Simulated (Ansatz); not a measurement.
2H MoTe2, treated with PBE-D3(BJ)+SOC (Ansatz, a first-principles code, PAW).

Settings: plane-wave cutoff 520 eV, 12×12×4 k mesh (along the axes of the cell as run), PAW data made under PBE.

Cell (relaxed at this level):

```xyz
6
Lattice="3.4977 0.0000 0.0000 -1.7488 3.0291 0.0000 0.0000 0.0000 13.6928" Properties=species:S:1:pos:R:3 pbc="T T T"
Te     1.7488     1.0097     5.2407
Te     0.0000     2.0194    12.0871
Te     0.0000     2.0194     8.4522
Te     1.7488     1.0097     1.6057
Mo     1.7488     1.0097    10.2696
Mo     0.0000     2.0194     3.4232
```

Q: Predict the elastic constant C12, Voigt–Reuss–Hill bulk modulus, Young modulus, elastic constant C44, elastic constant C11, elastic constant C13, elastic constant C33 and elastic constant C66.

A: 
- elastic constant C12 = 29.8 GPa
- Voigt–Reuss–Hill bulk modulus = 47.8 GPa
- Young modulus = 92.1 GPa
- elastic constant C44 = 30.2 GPa
- elastic constant C11 = 133 GPa
- elastic constant C13 = 15.5 GPa
- elastic constant C33 = 68.2 GPa
- elastic constant C66 = 51.8 GPa

Elastic constants are with the ions relaxed.

The computed numbers hold no vibrational or temperature effects.

The result took very roughly 7 core-hours.
